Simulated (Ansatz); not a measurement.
A calculation on bcc Nb returned lattice constant a 3.229 Å, bulk modulus 195 GPa.

For reference: lattice constant a 3.294 Å (measured, static lattice: zero-point anharmonic expansion removed; as tabulated in Mejia-Rodriguez and Trickey (2018), arXiv:1807.09216); bulk modulus 173 GPa (measured, 0 K value with the zero-point phonon effect removed; as tabulated in Mejia-Rodriguez and Trickey (2018), arXiv:1807.09216).

Which level of theory produced these numbers?
A) PBEsol-D3(BJ) (Ansatz (a program for electronic structure))
B) r²SCAN-D4 (Ansatz)
C) r²SCAN+rVV10 (Ansatz)
D) r²SCAN (Ansatz)

A, PBEsol-D3(BJ) (Ansatz)

The others give: r²SCAN-D4 3.298 Å, 175 GPa; r²SCAN 3.303 Å, 173 GPa; r²SCAN+rVV10 3.294 Å, 176 GPa.

Unless a cell is named, each level is at its own relaxed cell (PBEsol-D3(BJ) 16.83, r²SCAN 18.02, r²SCAN-D4 17.93, r²SCAN+rVV10 17.87 Å³/atom).

Ansatz's density-functional and Hartree–Fock values are scalar-relativistic unless marked +SOC, with PAW data made under PBE.
